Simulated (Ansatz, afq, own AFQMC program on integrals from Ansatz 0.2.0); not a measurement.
Where AFQMC and coupled cluster stand for C2H8N2, singlet

```xyz
12

C    -0.5537    1.0263   -0.5922
N     0.2364   -0.1546   -0.3483
C     0.9476   -0.0600    0.9023
N    -0.6670   -1.2787   -0.2573
H    -1.0549    0.9491   -1.5712
H    -1.3350    1.1910    0.1815
H     0.1066    1.9049   -0.6280
H     1.6197    0.8099    0.8737
H     1.5727   -0.9562    1.0493
H     0.2700    0.0332    1.7788
H    -1.0804   -1.3633   -1.1892
H    -0.0619   -2.1015   -0.1995
```

Basis def2-TZVP. Only valence electrons are correlated. Integrals, coupled cluster, full CI and functionals: Ansatz 0.2.0; the random walks run on the same integrals in our own AFQMC program. The CISD trial takes its coefficients from CCSD amplitudes. Released means that phaseless walkers are propagated on without the constraint, phases kept. Uncertainties: one standard error, sampling alone.

Determinant: RHF, the one that the program's search chose, which needn't be the lowest solution. The geometry is a PBE0/def2-SVP stationary point of this or a neighbouring charge and spin state.

No full CI on the walks' own integrals is used here. The released AFQMC energy serves as the reference, which it does only where one determinant dominates, the energy is flat over the last release times and near the phaseless one (40 meV or 2 meV an electron, half that with transition metals). On small molecules, where full CI could be run and the noise was under 10 meV, such values lay within 10 meV of it in 19 cases of 20, a flattering rate, since the rule was set on those same cases; what remains of the bias isn't in the error bar.

Cautions: the released value is read at 0.63 1/Eh with a noise of 23 meV, more than in the cases checked, later times being too noisy (meV from the phaseless value at times in 1/Eh: 30 ± 17 at 0.21, 6 ± 17 at 0.42, 13 ± 23 at 0.63, -33 ± 40 at 0.90).

* T1 diagnostic: 0.0096
* weight of the determinant in the CISD state: 0.789
* size of the correlated space: 26 electrons in 168 orbitals

Reference: AFQMC with the constraint released, correlation energy -22.852 ± 0.023 eV.

| level | E − E(reference) (meV) | share of correlation (%) |
| --- | --- | --- |
| HF | 22851.5 ± 22.9 | 0.00 |
| MP2 | 2019.6 ± 22.9 | 91.16 |
| CCSD | 886.0 ± 22.9 | 96.12 |
| CCSD(T) | 46.1 ± 22.9 | 99.80 |
| ph-AFQMC/CISD | -12.9 ± 27.5 | 100.06 |

Released energies are given only where the last usable release times agree within the noise; a slower fall can still hide under it.
